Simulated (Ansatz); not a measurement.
C2H3O, doublet in cc-pVDZ: errors against UCCSDT(Q)

Geometry: MP2(full)/6-31G*, from the G2/97 set.

```yaml
atoms:
  - { symbol: C, position_ang: [-1.0631, -0.7108, 0.0000] }
  - { symbol: C, position_ang: [-0.0848, 0.4433, 0.0000] }
  - { symbol: H, position_ang: [-0.5404, -1.6708, 0.0000] }
  - { symbol: H, position_ang: [-1.7024, -0.6262, 0.8811] }
  - { symbol: H, position_ang: [-1.7024, -0.6262, -0.8811] }
  - { symbol: O, position_ang: [1.1103, 0.3850, 0.0000] }
```

Basis cc-pVDZ; Ansatz 0.2.0. Only valence electrons are correlated (noble-gas cores frozen), which leaves 17 electrons in 54 orbitals. Prefix R: restricted or restricted open-shell reference; prefix U: unrestricted. Active spaces: frontier = (9e, 9o) about the gap.

Full CI isn't at hand for all of this; UCCSDT(Q) serves as the reference, and is uncertain by about the last step of the cluster series. The frozen core follows each run's orbitals, which can shift R against U totals by a few meV.

For open shells CISD is restricted-active-space CI with the open shells as a complete middle space.

The UHF ⟨S²⟩ is 0.763, the T1 diagnostic (RCCSD) is 0.0241 and the largest doubles amplitude (RCCSD) is 0.077. The T1 diagnostic (UCCSD) is 0.0207.

| level | E − E(UCCSDT(Q)) (kJ/mol) | share of correlation (%) | wall time |
| --- | --- | --- | --- |
| RHF | 1267.7 | 0.00 | – |
| UHF | 1255.2 | 0.98 | – |
| RMP2 | 108.2 | 91.47 | – |
| UMP2 | 111.8 | 91.18 | – |
| CISD | 178.6 | 85.91 | 15 s |
| RCCSD | 47.2 | 96.27 | – |
| UCCSD | 46.7 | 96.32 | – |
| RCCSD(T) | 6.0 | 99.53 | 4.9 s |
| UCCSD(T) | 6.2 | 99.51 | 3.6 s |
| BCCD(T) | 6.1 | 99.52 | 5.5 s |
| RCCSDT | 3.8 | 99.70 | – |
| UCCSDT | 3.7 | 99.71 | – |
| RCCSDT(Q) | 0.6 | 99.95 | 22 s (H100) |

The correlation energy at UCCSDT(Q), counted from RHF, is -13.138 eV. That run took 14 s on 2 threads of AMD EPYC 7R13 with a shared H100 80 GB, shared host.

Run but not shown, since their state or frozen core can't be matched to the reference's or they repeat it: CASSCF (frontier space), NEVPT4(SD) (frontier space), MRCISD (frontier space), MRCISD+Q (frontier space).

Times hold each run's SCF and search for its determinant on a shared host, so for small cases they say little of a method's own cost; rows without a card ran on 1 thread of AMD EPYC 7R13.

Atomization energy (electronic, same basis, no zero-point term; atoms at the same level, unrestricted beside the R rows where the molecule is a closed shell, with restricted open-shell steps beyond CCSDT(Q)) at UCCSDT(Q): 2253.2 kJ/mol. Errors of other levels:

```
    level  error (kJ/mol)
      RHF          -534.6
      UHF          -556.0
     RMP2            53.4
     UMP2            47.8
     CISD          -162.0
    RCCSD           -37.5
    UCCSD           -37.6
 RCCSD(T)            -3.4
 UCCSD(T)            -4.0
  BCCD(T)            -3.6
   RCCSDT            -3.2
   UCCSDT            -3.4
RCCSDT(Q)            -0.3
```

This basis is far from its limit, so the value isn't to be set against a measured one. Truncated CI isn't size-consistent, which counts against it in atomization.
